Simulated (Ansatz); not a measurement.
Computed with Ansatz.

A structure relaxed at PBE0-D4/def2-TZVP, charge 0, multiplicity 1:

```csv
atom,x (Å),y (Å),z (Å)
N1,1.472,0.934,0.495
C2,0.391,0.196,0.150
N3,0.413,-1.114,0.410
N4,-0.603,0.836,-0.437
C5,-1.673,0.128,-0.869
O6,-1.891,-1.078,-0.771
H7,1.349,1.929,0.415
H8,2.116,0.598,1.188
H9,1.246,-1.575,0.726
H10,-0.400,-1.622,0.058
H11,-2.420,0.769,-1.365
```

Q: Give its formula and SMILES.

A: C2H5N3O, `NC(N)=NC=O`.

Q: Summarise the bond lengths by kind.

A: 4 × C–N 1.319 to 1.354 Å; 4 × H–N 1.003 to 1.021 Å; 1 × C–O 1.229 Å; 1 × C–H 1.102 Å.
